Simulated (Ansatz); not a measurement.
Two shapes of singlet NH₄(+).

Shape 1:

```xyz
5

N     0.0000    0.0000    0.0000
H     0.5945    0.5945    0.5945
H     0.5945   -0.5945   -0.5945
H    -0.5945    0.5945   -0.5945
H    -0.5945   -0.5945    0.5945
```

Shape 2:

```xyz
5

N     0.0328   -0.0172   -0.0336
H     0.5523    0.5992    0.6209
H     0.5778   -0.6318   -0.6233
H    -0.5615    0.5805   -0.5596
H    -0.5874   -0.5594    0.6294
```

Basis set: cc-pVDZ (spherical functions). Correlated methods keep 1 orbital frozen. Charge 1, multiplicity 1.

Computed with Ansatz (development build ahead of 0.2.0); each method stands on the lowest determinant of its kind that the runs found.

Q: Which shape is lower in energy, and by how much in each method?

A:

| method | E(2) − E(1) (eV) |
| --- | --- |
| RHF | 0.130 |
| RHF-MP2 | 0.133 |

Shape 1 is lower.
